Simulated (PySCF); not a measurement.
# Aluminium: a sound run and one with changed settings

Sound run: Al [Ne] 3s2 3p1, Al⁺ [Ne] 3s2. All numbers are calculated (PySCF 2.14, scalar relativity by spin-free X2C-1e, in x2c-SVPall). In the sound run the correlated levels freeze [Ne]. The sound run starts from symmetry-adapted Hartree-Fock orbitals and uses a fine grid where one is needed.

Changed run: all electrons correlated in a basis built for the valence shell.

| species | method | sound run (hartree) | changed run (hartree) | converged |
| --- | --- | --- | --- | --- |
| Al | MP2 | -242.24801 | -242.25560 | yes |
| Al | CCSD(T) | -242.26305 | -242.27062 | yes |
| Al⁺ | MP2 | -242.04050 | -242.04815 | yes |
| Al⁺ | CCSD(T) | -242.05316 | -242.06086 | yes |

Ionisation energy of Al:

```csv
method,sound run (eV),changed run (eV)
UHF,5.548,5.548
MP2,5.647,5.645
SCS-MP2,5.626,5.623
CCSD,5.696,5.693
CCSD(T),5.711,5.708
```

A valence basis has no tight correlating functions, so it recovers only part of the core correlation, and not evenly between atom and ion.

For comparison, NIST gives 5.986 eV between the lowest levels.
